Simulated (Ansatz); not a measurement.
C₂H₃F₃O, SMILES `FCOC(F)F`, relaxed with RKS PBE0-D4/def2-TZVP in Ansatz from a PBE-D4/def2-SVP geometry. The force threshold is 0.005 eV/Å; the program also tests the step.

Charge 0, multiplicity 1.

Start:

```xyz
9

F    -1.545    0.263    1.144
C    -0.652   -0.699    0.719
O    -0.256   -0.463   -0.600
C     0.599    0.612   -0.769
F     1.836    0.316   -0.266
F     0.715    0.810   -2.091
H     0.222   -0.687    1.411
H    -1.151   -1.689    0.718
H     0.232    1.537   -0.267
```

Q: By how much does the energy fall, and how many steps does the optimiser take? (Best estimate.)

A: The calculation gave: 3.97 kJ/mol, in 6 steps.

Q: Which bonds change most? (Estimate.)

A: Computed: C2–H7 from 1.114 to 1.094 Å; C4–H9 from 1.114 to 1.094 Å; C2–H8 from 1.109 to 1.089 Å; O3–C4 from 1.383 to 1.368 Å.

Q: Give the relaxed structure. (Best estimate.)

A: The calculation gave: 
```xyz
9

F    -1.526    0.252    1.147
C    -0.639   -0.701    0.715
O    -0.260   -0.449   -0.593
C     0.588    0.611   -0.760
F     1.810    0.318   -0.256
F     0.719    0.795   -2.072
H     0.216   -0.690    1.396
H    -1.143   -1.667    0.709
H     0.234    1.531   -0.285
```
